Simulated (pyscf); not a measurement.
Optimised with ωB97X-D3(BJ)/def2-SVP in PySCF. Correlated levels are frozen-core, on RHF or UHF. ΔMP2 is the change of the MP2 total energy from the triple- to the quadruple-zeta basis.

Task: PBE/def2-TZVP puts the barrier of F–GeH₃ → germylene (GeH₂) [singlet] + hydrogen fluoride (HF) (1,1-elimination; singlet surface; F–Ge, Ge–H broken, F–H formed) at 231.4 kJ/mol and the reaction energy at +219.4 kJ/mol, from the reactant's lowest minimum found. What do r²SCAN/def2-TZVP, B3LYP-D3(BJ)/def2-TZVP, CCSD(T)/def2-TZVPP + ΔMP2(QZVPP) give on the same structures?

Result: r²SCAN: ΔE‡ = 258.5 kJ/mol, ΔE = +244.3 kJ/mol; B3LYP-D3(BJ): ΔE‡ = 261.2 kJ/mol, ΔE = +216.8 kJ/mol; CCSD(T): ΔE‡ = 279.7 kJ/mol, ΔE = +220.6 kJ/mol. PBE's barrier lies under all of them, by 27.1 to 48.3 kJ/mol. Its reaction energy lies among theirs. On the product side the descent ends in a complex, 28.5 kJ/mol under the separated species and 75.0 kJ/mol under the saddle at ωB97X-D3(BJ)/def2-TZVP. This is the saddle that the search found; another between the same sides may lie lower. The CCSD(T) − MP2 part came from Ansatz, without density fitting, on the same reference. The frozen core leaves the outer d or s,p core shells of the metals and heavy elements correlated in the MP2 and CC values, and def2-TZVPP describes them poorly, which can shift differences by a few kcal/mol. Elements up to Kr have no core potential and no relativistic terms here.
